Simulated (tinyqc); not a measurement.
The basis set: RHF and MP2 along a ladder of basis sets, for H2F+, spin multiplicity 1. Computed by the program tinyqc with PySCF. 

Geometry (angstrom):
```
atom,x,y,z
F,0.0000,0.0000,0.0000
H,0.0000,0.7930,0.4420
H,0.0000,-0.7930,0.4420
```

Same geometry throughout; the dipole is taken about the origin.

RHF and frozen-core MP2 in a ladder of bases:
```
basis,functions,E(RHF) (hartree),E(MP2 corr) (hartree),HOMO (eV),LUMO (eV),dipole (debye)
sto-3g,7,-98.851711,-0.026277,-29.1474,1.0984,2.5402
3-21g,13,-99.659360,-0.126740,-30.9130,-3.3855,2.8527
6-31g,13,-100.165064,-0.128032,-31.1566,-4.1937,2.8688
6-31g**,24,-100.210274,-0.181558,-31.0192,-3.8393,2.4485
cc-pvdz,24,-100.212945,-0.203954,-31.0636,-4.2687,2.4182
aug-cc-pvdz,41,-100.221074,-0.214392,-31.1009,-5.3151,2.3696
cc-pvtz,58,-100.253005,-0.267652,-31.1052,-4.6842,2.3750
```

From cc-pVDZ to cc-pVTZ the RHF energy falls by 40.1 mhartree and the correlation energy by 63.7. If valence correlation converges as X^-3, (27 E(T) - 8 E(D))/19 gives -0.2945 hartree, a rough estimate from such small X that usually falls short; STO-3G holds about 9 % of it. Beyond STO-3G the LUMO moves by 1.9 eV and the HOMO by 0.2 eV.
